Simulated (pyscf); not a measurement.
Thermochemistry of product channels of H₂P–GaH₂ + H atom (H•) on the doublet surface, in kcal/mol, from ωB97M-D3(BJ)/def2-TZVP energies (ideal gas, 1 atm, RRHO with modes under 100 cm⁻¹ raised to 100, one conformer, R ln 2 for rigid chiral ones). PySCF, gas phase, ωB97X-D3(BJ)/def2-SVP geometries.

```
products                       ΔE  ΔH(298 K)  ΔG(298 K)  ΔG(1200 K)
--------------------------  -----  ---------  ---------  ----------
[H₂P–GaH]• + hydrogen (H₂)  -26.1      -24.5      -26.1       -30.3
•HP–GaH₂ + hydrogen (H₂)    -20.0      -19.3      -20.9       -25.4
```

These are energies of the channels, which say nothing of barriers. Elements up to Kr have no core potential and no relativistic terms here.
